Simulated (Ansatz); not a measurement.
The same path of CH4S + H2N (9 atoms, charge 0, multiplicity 2) was run twice with different band settings. Lost on the way: H1–S2. Made: H1–N4.

Method: UKS PBE0/def2-SVP (Ansatz).

Relaxed end points:

```xyz
9
Properties=species:S:1:pos:R:3
H -0.856 0.235 0.108
S -0.966 0.403 -1.237
C 0.762 0.034 -1.638
N -0.689 -0.113 2.255
H 0.861 0.116 -2.730
H 1.042 -0.989 -1.344
H 1.455 0.752 -1.174
H -0.824 0.577 3.012
H -0.785 -1.016 2.748
```

```xyz
9
Properties=species:S:1:pos:R:3
H -1.001 0.186 1.001
S -1.041 0.600 -1.707
C 0.650 0.088 -1.424
N -0.412 -0.299 1.683
H 1.020 -0.577 -2.217
H 0.751 -0.359 -0.421
H 1.264 1.008 -1.440
H -0.231 0.373 2.427
H -1.001 -1.020 2.098
```

Common settings: spring 5.0 eV/Å²; optimiser quadratic models (default); start path through a guess of the saddle point; force threshold 0.05 eV/Å; iteration limit 60; end points relaxed.

| run | movable images | climbing image |
| --- | --- | --- |
| 1 | 5 | yes |
| 2 | 8 | no |

Question: What does each run give, and how far can it be trusted?

Answer: Run 1: converged after 19 iterations, highest image 0.001 eV above the first end. The top lies less than 8 meV above the higher end, about what the thresholds resolve: that end is a shoulder or a very shallow well. A vibrational analysis at the climbing image gives no mode beyond 40i cm⁻¹: the surface is too flat there to confirm a saddle point.
Run 2: converged after 21 iterations, highest image 0.003 eV above the first end. The top lies less than 8 meV above the higher end, about what the thresholds resolve: that end is a shoulder or a very shallow well. No image climbed, so the highest image needn't sit at the top of the path.
